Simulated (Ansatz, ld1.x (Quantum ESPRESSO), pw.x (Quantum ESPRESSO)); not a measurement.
## Ce (Z = 58) (bcc): variants of one TM potential in the solid

| Quantity | Value |
| --- | --- |
| Element | cerium |
| Generator | ld1.x (Quantum ESPRESSO) 7.5 |
| Type | norm-conserving Troullier–Martins (Kleinman–Bylander form) |
| Functional | PBEsol |
| Relativity | scalar-relativistic |
| Frozen core | [Xe] |
| Valence charge | 4 |
| Reference configuration | 4f1 5d1 6s1 6p0 (charge +1) |
| Partial waves | 6s (bound): rc 3.10 bohr; 6p (bound, empty): rc 4.20 bohr; 5d (bound): rc 2.75 bohr; 4f (bound): rc 1.75 bohr |
| Local potential | all-electron potential smoothed inside 3.45 bohr (lloc = -2) |
| Core correction | Bessel-smoothed model core inside 1.30 bohr |

Crystal test: bcc Ce in pw.x 7.5, no spin, 13³ k-points, Fermi–Dirac smearing 0.01 Ry, cutoffs set for each file from its atomic test. The reference is all-electron LAPW (Ansatz 0.2.0) with the same functional, mesh and smearing; V0 and B0 come from Birch–Murnaghan fits to the pressures at five volumes. Errors are pseudo minus all-electron; Δ is the rms difference of the E(V) curves that follow from these fits, minima aligned, over ±6 % about the mean V0. Mesh and smearing are coarse, so the numbers serve the comparison and aren't converged zero-temperature values; the lattice is a test structure that the element need not adopt. Spin polarisation and strong correlation are left out, which matters for this element.

All-electron: a0 = 3.687 Å (V0 = 25.06 Å³/atom), B0 = 34.7 GPa.

Base: The largest radius (4.20 bohr) exceeds half the bond length (3.02 bohr), so the spheres overlap, which is one possible source of error among others. This is a poor potential for the solid. Atomic configuration tests: 1 of 7 tests not solved or not reliable. The logarithmic derivative shows an extra or strongly shifted pseudo pole above the reference energy (s near 0.38 Ry, p near 1.31 Ry).

A dash in a converged row means that the minimum lies outside the volumes sampled.

```csv
change,cutoffs (Ry),pw.x,mean pressure error (GPa)
base,170/680,converged,-2.41
core correction Bessel-smoothed model core inside 0.90 bohr,170/680,converged,-2.40
```

**Question.** Give the row for: core correction none.

**Answer.** pw.x: converged; mean pressure error (GPa): -4.21.
